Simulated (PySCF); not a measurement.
# `C[SiH2]` (CH5Si•): removing and adding an electron

Molecule: `C[SiH2]` (CH5Si•, doublet). Non-hydrogen atoms are numbered in `[CH3:1][SiH2:2]`.

These are calculated values, B3LYP-D3(BJ)/ma-def2-TZVP in PySCF (grid level 2) at geometries from PBE0-D3(BJ)/ma-def2-SVP. The prefix ma- adds one diffuse s and one diffuse p function on all atoms but H. Zero-point and thermal terms (298.15 K, 1 bar) come from unscaled PBE0-D3(BJ)/ma-def2-SVP harmonic frequencies, with soft modes damped to free rotors in the entropy.

Frontier levels of the parent: HOMO -5.62 eV, LUMO -2.53 eV.

Oxidation to the singlet cation:
* Vertical ionisation energy (electronic): 8.20 eV
* Adiabatic ionisation energy (with zero-point energy): 7.40 eV
* Adiabatic, electronic part: 7.40 eV
* Vertical gap at the product's structure: 7.03 eV
* Inner reorganisation energy (four-point): 1174 meV
* Relaxation of product / of parent: 802 / 372 meV
* Largest changes of atomic charge: Si2 0.67, H (on Si2) 0.09, H (on Si2) 0.09
* Distances that move most (Å): C1–Si2 1.883 → 1.814; Si2–H 1.498 → 1.480; Si2–H 1.498 → 1.480; C1–H 1.103 → 1.112

Vertical ionisation energy to the triplet cation: 11.84 eV. This state was not relaxed.

Vertical electron affinity to the singlet anion: 0.59 eV. This state was not relaxed.

Vertical electron affinity to the triplet anion: -0.61 eV. This state was not relaxed. The value is negative, so the extra electron is not bound, and the number hangs on the basis.

Structures, frequencies and single points took 82 s of wall time on 1 thread of Arm Neoverse V1 (shared host), launched as `OMP_NUM_THREADS=1 python redox_run.py task.json out`.
